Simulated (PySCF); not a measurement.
# SMILES CF, CH$_{3}$F

Geometry (Å), atoms numbered from 1 in this order:
```xyz
5

C    -0.017    0.019    0.026
F     1.328   -0.119   -0.141
H    -0.292   -0.199    1.072
H    -0.324    1.051   -0.216
H    -0.554   -0.679   -0.638
```

Theory: GIAO B3LYP/3-21G magnetisability, rotational g tensor and spin-rotation constants, non-relativistic, gas phase (PySCF 2.14.0). Geometry: PBE0-D3(BJ)/def2-SVP.

Task: Give the nuclear spin-rotation constants along the inertial axes (H = +C I·J) beside the isotropic shieldings.

Result: Rotational constants 155.7130, 26.1419, 26.1415 GHz. A star marks the isotopologue with that one atom substituted, in its own axes.
```csv
atom,isotope,Caa (kHz),Cbb (kHz),Ccc (kHz),mean (kHz),σ (ppm)
F2,19F,84.455,-6.099,-6.099,24.086,465.0
H3,1H,-15.766,-0.828,-0.828,-5.808,28.5
H4,1H,-15.759,-0.829,-0.829,-5.805,28.5
H5,1H,-15.771,-0.828,-0.828,-5.809,28.5
C1,13C*,17.242,5.482,5.482,9.402,141.0
```
Where two moments of inertia are equal or nearly so, the constants along those axes are given as their average.
For the geometry as given, no vibrational averaging.
